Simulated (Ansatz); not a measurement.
**AlH2SF (SMILES [F][AlH][SH]): levels of theory compared**

Aim: a comparison of 6 runs (HF/STO-3G, B2PLYP/STO-3G, CAM-B3LYP/STO-3G, r2SCAN0/STO-3G, CCSDT(Q)/STO-3G, CCSD(T)/STO-3G) of AlH2SF. 

The calculation is run with Ansatz 0.2.0.

65 further runs of the same task are left out: 1 that didn't finish, 64 set aside as unsound or not needed.

**1. The molecule**

AlH2SF: 5 atoms, total charge 0, spin state singlet. As SMILES, `[F][AlH][SH]`. The H5–S3 distance was set to 3.363 Å, away from the relaxed value. At this shape a bond of the SMILES string is far longer than usual.

Bond lengths: F1–Al2 1.645 Å, Al2–S3 2.169 Å, Al2–H4 1.569 Å. Angles: F1–Al2–S3 116.3°, F1–Al2–H4 119.8°, S3–Al2–H4 123.9°.

**2. The energy at HF/STO-3G (run 1)**

input.yaml

```yaml
crystal:
  periodic: [false, false, false]
  atoms:
    - {symbol: F, position_ang: [-1.257801, -2.999230, 2.265929]}
    - {symbol: Al, position_ang: [-0.568201, -1.772530, 1.413229]}
    - {symbol: S, position_ang: [1.481799, -1.280830, 1.921929]}
    - {symbol: H, position_ang: [-1.395401, -1.033030, 0.303229]}
    - {symbol: H, position_ang: [1.572300, 1.158200, -0.392100]}
basis:
  gaussian:
    orbitals: STO-3G
hamiltonian:
  xc: hf
accuracy: high
```

Launch:

```
$ ansatz run input.yaml --threads 1 --pin off --max-ram 2610MiB --events-out events.jsonl --progress --plain --runs-dir runs
```

The log of the run:

```text
Warning: RAYON_NUM_THREADS=1 ignored (pool sized by the plan → 1); use --threads N
Functional definition: HF
  name "HF"
  exchange = exact_x
  correlation = 0
448 factors; integrals over basis functions are off by at most 2.8e-8 eV
mean field evaluation 1: about -19885.5008 eV, gradient 3.0e1 eV
mean field evaluation 2: about -19885.5170 eV, gradient 3.0e1 eV
mean field evaluation 4: about -19893.9931 eV, gradient 5.3e0 eV
mean field evaluation 8: about -19894.2097 eV, gradient 8.9e-4 eV
mean field evaluation 16: about -19888.8553 eV, gradient 2.1e1 eV
mean field evaluation 32: about -19893.3669 eV, gradient 9.6e0 eV
mean field -19894.20673590 eV, -731.0986127666 hartree, gradient 4.6e-8 eV, S^2 0.000000; 0 other end points of the search recorded, 0 dependent functions left out
reference -19894.20673590 eV, -731.0986127666 hartree; 20, 20 occupied and 5, 5 virtual orbitals, 448 factors
Total energy: -19894.20673590 eV, -731.0986127666 hartree
```

It took 0.1 s on 1 thread of AMD EPYC 9R45 (Zen 5), shared host.

**3. A single-point energy at B2PLYP/STO-3G (run 2)**

job.yaml

```yaml
crystal:
  periodic: [false, false, false]
  atoms:
    - symbol: F
      position_ang: [-1.257801, -2.999230, 2.265929]
    - symbol: Al
      position_ang: [-0.568201, -1.772530, 1.413229]
    - symbol: S
      position_ang: [1.481799, -1.280830, 1.921929]
    - symbol: H
      position_ang: [-1.395401, -1.033030, 0.303229]
    - symbol: H
      position_ang: [1.572300, 1.158200, -0.392100]
basis:
  gaussian:
    orbitals: STO-3G
hamiltonian:
  xc: {name: B2PLYP}
correlation:
  frozen_orbitals: {Al: 5, F: 1, H: 0, S: 5}
accuracy: high
```

Launch:

```
$ ansatz run job.yaml --threads 1 --pin off --max-ram 2610MiB --events-out events.jsonl --progress --plain --runs-dir runs
```

The log of the run, shortened:

```text
Warning: RAYON_NUM_THREADS=1 ignored (pool sized by the plan → 1); use --threads N
Functional definition: B2PLYP
  name "B2PLYP"
[...]
448 factors; integrals over basis functions are off by at most 2.8e-8 eV
[...]
mean field -19924.35193360 eV, -732.2064283491 hartree, gradient 7.0e-8 eV, S^2 0.000000; 2 other end points of the search recorded, 0 dependent functions left out; unrestricted orbitals would lower it
11 core orbitals not correlated: weight in the atoms' cores, before any rotation towards them, 1.000 or more for the frozen orbitals, at most 0.000 for the correlated occupied ones
reference -19924.35195291 eV, -732.2064290585 hartree; 9, 9 occupied and 5, 5 virtual orbitals, 448 factors
second order -10.52004578 eV of doubles, -0.00000000 eV of singles
Total energy: -19927.19236527 eV, -732.3108122875 hartree
```

It took 0.82 s on 1 thread of AMD EPYC 9R45 (Zen 5), shared host.

**4. The energy at CAM-B3LYP/STO-3G (run 3)**

job.yaml

```yaml
crystal:
  periodic: [false, false, false]
  atoms:
    - {symbol: F, position_ang: [-1.257801, -2.999230, 2.265929]}
    - {symbol: Al, position_ang: [-0.568201, -1.772530, 1.413229]}
    - {symbol: S, position_ang: [1.481799, -1.280830, 1.921929]}
    - {symbol: H, position_ang: [-1.395401, -1.033030, 0.303229]}
    - {symbol: H, position_ang: [1.572300, 1.158200, -0.392100]}
basis:
  gaussian: {orbitals: STO-3G}
accuracy: high
hamiltonian: {xc: {name: CAM-B3LYP}}
total_charge: 0
```

Launch:

```
$ ansatz run job.yaml --threads 1 --pin off --max-ram 2610MiB --events-out events.jsonl --progress --plain --runs-dir runs
```

The log of the run, shortened:

```text
Warning: RAYON_NUM_THREADS=1 ignored (pool sized by the plan → 1); use --threads N
Functional definition: CAM-B3LYP
  name "CAM-B3LYP"
[...]
448 factors; integrals over basis functions are off by at most 2.8e-8 eV
178 factors; integrals over basis functions are off by at most 1.3e-9 eV
[...]
mean field -19934.43195463 eV, -732.5768622894 hartree, gradient 4.2e-8 eV, S^2 0.000000; 2 other end points of the search recorded, 0 dependent functions left out
reference -19934.43196920 eV, -732.5768628248 hartree; 20, 20 occupied and 5, 5 virtual orbitals, 448 factors
Total energy: -19934.43196920 eV, -732.5768628248 hartree
```

It took 0.66 s on 1 thread of AMD EPYC 9R45 (Zen 5), shared host.

Runs 4 to 5 aren't shown in full; the table further down has their settings and results.

**5. A single-point energy at CCSD(T)/STO-3G (run 6)**

molecule.yaml

```yaml
crystal:
  periodic: [false, false, false]
  atoms:
    - {symbol: F, position_ang: [-1.257801, -2.999230, 2.265929]}
    - {symbol: Al, position_ang: [-0.568201, -1.772530, 1.413229]}
    - {symbol: S, position_ang: [1.481799, -1.280830, 1.921929]}
    - {symbol: H, position_ang: [-1.395401, -1.033030, 0.303229]}
    - {symbol: H, position_ang: [1.572300, 1.158200, -0.392100]}
basis:
  gaussian: {orbitals: STO-3G}
accuracy: high
correlation: {method: ccsd_t, frozen_orbitals: {Al: 5, F: 1, H: 0, S: 5}}
scf: {omitted_lower_state_checks: [cluster_reference, increment]}
```

Launch:

```
$ ansatz run molecule.yaml --threads 1 --pin off --max-ram 2610MiB --events-out events.jsonl --progress --plain --runs-dir runs
```

The log of the run:

```text
Warning: RAYON_NUM_THREADS=1 ignored (pool sized by the plan → 1); use --threads N
[... 13 lines left out ...]
11 core orbitals not correlated: weight in the atoms' cores, before any rotation towards them, 0.999 or more for the frozen orbitals, at most 0.000 for the correlated occupied ones
[... 44 lines left out ...]
WARN: these amplitudes may be one of several solutions (largest doubles amplitude 0.91, level shift 14.92 eV)
Total energy: -19902.31714519 eV, -731.3966648107 hartree
Checks for a lower state left out: cluster_reference, increment
```

It took 0.18 s on 1 thread of AMD EPYC 9R45 (Zen 5), shared host.

**6. Overview of the runs**

| run | level | frozen core orbitals | energy (Eh) | wall time |
| --- | --- | --- | --- | --- |
| 1 | HF/STO-3G | – | -731.098613 | 0.1 s |
| 2 | B2PLYP/STO-3G | 11 | -732.310812 | 0.82 s |
| 3 | CAM-B3LYP/STO-3G | – | -732.576863 | 0.66 s |
| 4 | r2SCAN0/STO-3G | – | -732.600198 | 1.3 s |
| 5 | CCSDT(Q)/STO-3G | 11 | -731.395982 | 0.36 s |
| 6 | CCSD(T)/STO-3G | 11 | -731.396665 | 0.18 s |

**7. Summary of results**

| quantity | value |
| --- | --- |
| run 6: total energy | -731.39666 Eh |
| run 6: correlation energy (11 core orbitals frozen) | -298.1 mEh |
| run 6: (T) correction | -6.97 mEh |
| run 6: T1 diagnostic | 0.029 |

**Reading.** Below the HF energy at the same shape and in the same basis (STO-3G): CCSDT(Q) -297.4 mEh; CCSD(T) -298.1 mEh. Totals of different functionals can't be ranked against each other. In runs 2, 5, 6 the log says that unrestricted orbitals would lower the reference, so the values rest on an unstable closed-shell determinant (other closed-shell runs at this shape may share the fault). In runs 1, 2, 3, 4, 5, 6 the basis is minimal, so the values are rough. All runs together took 3.4 s, the longest 1.3 s.
